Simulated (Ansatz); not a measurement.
A displaced shape of singlet MgCl₂:

| atom | x (Å) | y (Å) | z (Å) |
| --- | --- | --- | --- |
| Cl | -0.0223 | -0.0001 | -2.1482 |
| Mg | 0.0180 | -0.0171 | 0.0434 |
| Cl | 0.0282 | 0.0080 | 2.2335 |

It was optimised with PBE0/def2-SVP in Ansatz (development build ahead of 0.2.0) to forces under 0.001 eV/Å, with restricted orbitals. Each step stands on the lowest determinant of that kind that the program's search found.

Q: What shape does it relax to, and how does the optimisation go?

A:

```yaml
atoms:
  - { symbol: Cl, position_ang: [-0.0173, -0.0072, -2.1500] }
  - { symbol: Mg, position_ang: [0.0080, -0.0031, 0.0429] }
  - { symbol: Cl, position_ang: [0.0332, 0.0010, 2.2357] }
```

Bond lengths: Cl1–Mg2 2.193 Å, Mg2–Cl3 2.193 Å. Angles: Cl1–Mg2–Cl3 180.0°.

| step | E − E(start) (eV) | largest force (eV/Å) |
| --- | --- | --- |
| 1 | 0.0000 | 0.0363 |
| 2 | -0.0002 | 0.0128 |
| 3 | -0.0003 | 0.0019 |
| 4 | -0.0003 | 0.0000 |

The optimisation ended after 4 steps with its threshold met.
